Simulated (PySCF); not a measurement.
Species: C3H5, net charge 0, doublet state. It need not be the lowest isomer of its formula. 
Coordinates optimised at B3LYP-D3(BJ)/def2-TZVP (Ansatz):
```
C
C 1 1.3046
H 2 1.0851 1 122.58
H 2 1.0936 3 116.06 1 -180.00
C 1 1.4640 2 140.56 3 180.00
H 5 1.0927 1 111.28 2 120.10
H 5 1.0927 6 107.46 1 -122.05
H 5 1.0997 6 107.90 7 -116.11
```
Charge 0, spin multiplicity 2.

Dispersion corrections to the total energy (kcal/mol) from the dftd3 and dftd4 libraries through PySCF: D3(BJ) without and D4 with the three-body term, each with the damping fitted for the functional named.

```csv
functional,D3(BJ),D4
B2PLYP,-1.87,-1.53
HF,[?],-9.03
PBE0,-2.09,-1.82
B3LYP,[?],-3.53
BLYP,-5.23,-5.06
B2GP-PLYP,-1.34,[?]
HSE06,-1.48,-1.67
```

What belongs in the gaps?


- HF, D3(BJ): -23.21
- B3LYP, D3(BJ): -4.24
- B2GP-PLYP, D4: -0.90
